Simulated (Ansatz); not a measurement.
Born–Oppenheimer molecular dynamics of AlH₆N (8 atoms, charge 0, multiplicity 1). It starts at the highest image of a converged band. Of that band: The profile has 2 maxima (images 2, 4) with wells between them (image 3): this band takes more than one step, which may be the mechanism or a detour left from its start path. Neighbouring images differ by up to 1.3 eV, so the band resolves the path poorly. A vibrational analysis at the climbing image gives one clearly imaginary mode, 1185i cm⁻¹: a first-order saddle point.

Computed with RKS PBE0/def2-SVP in Ansatz 0.2.0.

| Item | Value |
| --- | --- |
| ensemble | NVE (velocity Verlet) |
| time step | 0.5 fs |
| steps asked | 200 |
| starting velocities drawn for | 100 K |
| seed | 4041 |

First frame:

```xyz
8
Properties=species:S:1:pos:R:3
Al -0.035 0.222 0.144
N -0.011 0.054 2.045
H -0.805 -0.306 2.570
H 0.845 -0.117 2.567
H 1.394 0.130 -0.543
H -1.409 -0.190 -0.537
H -0.231 1.949 0.705
H -0.164 1.381 1.517
```

(1) How far do the bonds stretch over the last three quarters of this one trajectory? (Pairs bonded in most of those frames.)

Answers

(1) 
```json
{"bond": "Al1–H5", "mean (Å)": "1.613", "spread (Å)": "0.013", "shortest": "1.58", "longest": "1.63"}
{"bond": "Al1–H6", "mean (Å)": "1.615", "spread (Å)": "0.009", "shortest": "1.60", "longest": "1.63"}
{"bond": "Al1–H7", "mean (Å)": "1.620", "spread (Å)": "0.051", "shortest": "1.54", "longest": "1.72"}
{"bond": "N2–H3", "mean (Å)": "1.028", "spread (Å)": "0.034", "shortest": "0.96", "longest": "1.09"}
{"bond": "N2–H4", "mean (Å)": "1.028", "spread (Å)": "0.025", "shortest": "0.97", "longest": "1.08"}
{"bond": "N2–H8", "mean (Å)": "1.041", "spread (Å)": "0.074", "shortest": "0.92", "longest": "1.16"}
```

Mean temperature of the second half: 847 K. The conserved energy stayed within 0.81 meV per atom of its start (net change -0.14 meV per atom), so the integration is sound. The kinetic energy rose, since the run started high on the potential surface and went downhill. A run of 0.1 ps of so small a system gives no equilibrium averages. The orbitals stay closed-shell, which can raise the energy where a bond breaks towards radicals; this wasn't checked here.

Run time: 2.3 min on 1 thread of Intel(R) Xeon(R) 6975P-C (Granite Rapids) (shared host), peak memory 0.13 GiB.
